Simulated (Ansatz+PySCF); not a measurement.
The numbers below are computed, except where a source is named.
A run of PySCF 2.14.0 on doublet CH3 at this shape:

```xyz
4

C     0.0000    0.0000    0.0000
H     1.4175    0.0000    0.0000
H    -0.5452    0.9443    0.0000
H    -0.5452   -0.9443    0.0000
```

Its results:

```yaml
Converged: yes
Reference_energy: -39.01529 hartree
CCSD_correlation_energy: -0.07414 hartree
Triples_correction: -0.00028 hartree
Total_energy: -39.08971 hartree
```

Question: Which input gives this output? Name the method, the orbitals and the basis set, and write the input.

Answer: UHF-CCSD(T) in STO-3G.

```python
from pyscf import gto, scf, cc

mol = gto.M(atom="""
C 0.000000 0.000000 0.000000
H 1.417450 0.000000 0.000000
H -0.545170 0.944270 0.000000
H -0.545170 -0.944270 0.000000
""", basis='sto-3g', charge=0, spin=1)
mf = scf.UHF(mol)
mf.kernel()
mycc = cc.CCSD(mf, frozen=1).run()
et = mycc.ccsd_t()
print(mf.e_tot, mycc.e_corr, et, mycc.e_tot + et)
```

Caution: bonds are stretched, where a single reference can fail.
